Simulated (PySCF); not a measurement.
Scan of H₃ (cation, charge +1), singlet: collinear H-H-H surface. Scanned: first H-H distance and second H-H distance.

Calculation: restricted M06-2X/6-31G*, spherical d in PySCF.

Energy in kJ/mol above the lowest grid point; x is the first H-H distance (Å), y the second H-H distance (Å).

```csv
y \ x,0.63,0.67,0.75,0.78,0.85,0.95,1,1.10,1.25,1.40,1.57,1.75,2.15
2.15,259.3,238.2,220.6,219.9,226.8,249.7,264.4,296.8,347.1,395.0,444.0,488.8,563.8
1.81,230.6,207.8,187.2,185.5,190.1,210.1,223.5,253.4,300.5,345.5,391.3,433.0,502.1
1.58,199.6,175.8,153.1,150.8,153.8,171.8,184.2,212.3,256.9,299.7,343.1,2020.9,446.7
1.36,159.8,135.1,110.6,107.5,109.1,125.0,136.4,162.7,204.9,245.4,286.4,323.1,382.6
1.24,133.8,108.7,83.4,80.0,80.9,95.8,106.8,132.1,172.9,212.2,251.8,287.1,343.7
1.13,108.3,83.0,57.1,53.6,54.0,68.1,78.6,103.1,142.8,180.9,219.1,252.9,306.8
1,78.9,53.5,27.5,23.8,23.9,37.3,47.4,71.0,109.3,145.8,182.2,214.2,264.4
0.95,69.0,43.8,17.8,14.1,14.1,27.3,37.3,60.6,98.3,134.2,169.8,201.1,249.7
0.86,56.2,31.2,5.5,1.9,1.9,14.9,24.6,47.5,84.3,119.0,153.2,183.0,228.6
0.80,53.5,28.8,3.5,0.0,0.1,13.0,22.7,45.4,81.6,115.5,148.8,177.5,220.9
0.74,58.7,34.3,9.6,6.3,6.6,19.6,29.3,51.8,87.5,120.6,152.9,180.5,221.4
0.69,72.0,48.0,23.9,20.7,21.3,34.6,44.3,66.8,102.0,134.5,165.8,192.5,231.1
0.63,103.8,80.3,57.1,54.2,55.3,69.0,78.9,101.3,136.1,167.8,198.0,223.5,259.3
```

Points that lie below all their neighbours on the grid: x = 0.78, y = 0.80 (0.0 kJ/mol).
